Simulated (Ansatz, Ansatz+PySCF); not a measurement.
```yaml
atoms:
  - { symbol: C, position_ang: [1.2500, 0.0123, 0.0022] }
  - { symbol: C, position_ang: [0.3492, 1.1135, -0.0339] }
  - { symbol: C, position_ang: [-0.9940, 0.6803, -0.0367] }
  - { symbol: C, position_ang: [-1.0165, -0.6836, -0.0042] }
  - { symbol: C, position_ang: [0.3592, -1.1634, -0.0439] }
  - { symbol: H, position_ang: [2.2609, 0.0217, -0.0264] }
  - { symbol: H, position_ang: [0.7372, 2.2211, 0.0211] }
  - { symbol: H, position_ang: [-1.9064, 1.3617, 0.0094] }
  - { symbol: H, position_ang: [-1.8788, -1.3066, 0.0133] }
  - { symbol: H, position_ang: [0.7586, -2.1958, -0.0035] }
```

RHF on singlet C₅H₅(-) was run in several spherical basis sets with Ansatz (development build ahead of 0.2.0). Caution: no diffuse functions for an anion.

(1) Rank the basis sets by the total energy that they give, lowest first, with the distance from the lowest.
A. def2-TZVP
B. def2-SVP
C. 6-31G
D. cc-pVTZ
E. 6-31G(d)
F. cc-pVDZ

## Answers

(1) A (0.00 eV), D (0.19 eV), F (1.63 eV), E (2.38 eV), C (4.14 eV), B (5.78 eV).

Totals follow the description of the cores as much as that of the bonds, so this order isn't one of quality for chemistry.
